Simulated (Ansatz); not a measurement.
CsCl-type CsI, treated with r²SCAN (PAW; Ansatz, a first-principles code).

Total energies, extrapolated to zero smearing (they compare only within this program, potentials and cutoff):

```
system                  energy (eV/atom)
----------------------  ----------------
CsCl-type CsI, relaxed        -6608.7543
bcc Cs                        -5685.9243
solid iodine                  -7528.0239
```

### Question
Work out the enthalpy of formation per atom.

### Answer
ΔH_f ≈ ΔE = -6608.7543 − [1 × (-5685.9243) + 1 × (-7528.0239)]/2 = -1.780 eV/atom (0 K, no vibrations). The reference value is -1.795 ± 0.04 eV/atom (measured, 298 K, copied from a table, unchecked, not corrected to a static lattice; as tabulated in Wang et al. (2021), doi:10.1038/s41598-021-94550-5), a difference of +0.015 eV/atom.

Spin–orbit coupling, which matters for such heavy atoms, is left out.

The PAW data were made under PBE.
